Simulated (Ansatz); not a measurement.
Reaction (SMILES): P#P (P2) → 2 P atom
B3LYP-D3(BJ)/def2-TZVP geometries, fixed; electronic energies without zero-point terms.
Largest species:
```xyz
2

P      0.0000     0.0000    -0.9447
P      0.0000     0.0000     0.9447
```

Basis-set convergence of the atomisation energy at MP2 with Ansatz (a quantum-chemistry and plane-wave program). Cartesian d functions, on some or all atoms, in 6-311+G**; all else is spherical. Cores are frozen. A restricted Hartree-Fock determinant is unstable towards unrestricted orbitals. Open shells are unrestricted. No added dispersion term, no relativity. Functions are those of the species that has most. Reference: Hartree-Fock in aug-cc-pV(Q+d)Z plus the correlation part extrapolated as X^-3 from aug-cc-pV(T+d)Z and aug-cc-pV(Q+d)Z, 119.11 kcal/mol, itself unsure by roughly 1.35 kcal/mol (a third of the extrapolation step and of the last Hartree-Fock step).

```csv
basis,functions,atomisation energy (kcal/mol)
6-31G,26,[?]
pcseg-0,26,[?]
6-311+G**,62,94.44
pcseg-2,68,105.29
"6-311++G(2d,2p)",70,98.06
def2-TZVP,74,107.70
def2-TZVPP,84,108.34
def2-TZVPD,86,[?]
def2-TZVPPD,96,[?]
def2-QZVPP,140,114.39
def2-QZVPPD,152,114.59
aug-cc-pV(Q+d)Z,178,115.44
pcseg-4,210,116.49
```

### Question
Some entries are withheld; supply them.

### Answer

- 6-31G, atomisation energy (kcal/mol): 58.53
- pcseg-0, atomisation energy (kcal/mol): 55.02
- def2-TZVPD, atomisation energy (kcal/mol): 108.63
- def2-TZVPPD, atomisation energy (kcal/mol): 109.20
